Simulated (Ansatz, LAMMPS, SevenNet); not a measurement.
**How well does each level of theory give the lattice parameter a of hcp Ru?**

Reference value: 2.706 Å (measured, 293 K, not corrected to a static lattice, our sources range from 2.700 to 2.706; as tabulated in Wikipedia's data pages).

| level (code) | value (Å) | difference (%) |
|---|---|---|
| Lennard-Jones uff-vdw (LAMMPS) | 2.879 | +6.39 |
| SevenNet-0 | 2.739 | +1.22 |
| LDA (Ansatz) | 2.676 | -1.11 |
| PBE (Ansatz) | 2.722 | +0.59 |
| PBE0 (Ansatz) | 2.681 | -0.92 |

Leaving aside Lennard-Jones uff-vdw (doubt noted below): The reference is not for a static lattice or low temperature, so close values are not ranked against it.

The reference isn't brought to a static lattice, while the calculations are for one, so the differences are not the levels' errors alone.  Lennard-Jones uff-vdw: this is a force field's van der Waals term alone, without bonds or charges. Cutoffs and k meshes differ between the levels. Ansatz's density-functional and Hartree–Fock values are scalar-relativistic unless marked +SOC, with PAW data made under PBE.

Machine-learned potentials (SevenNet-0) are trained on DFT data: a solid inside that data is no test of them.

Differences are worked out from the printed values.

Ansatz is a program for electronic structure.
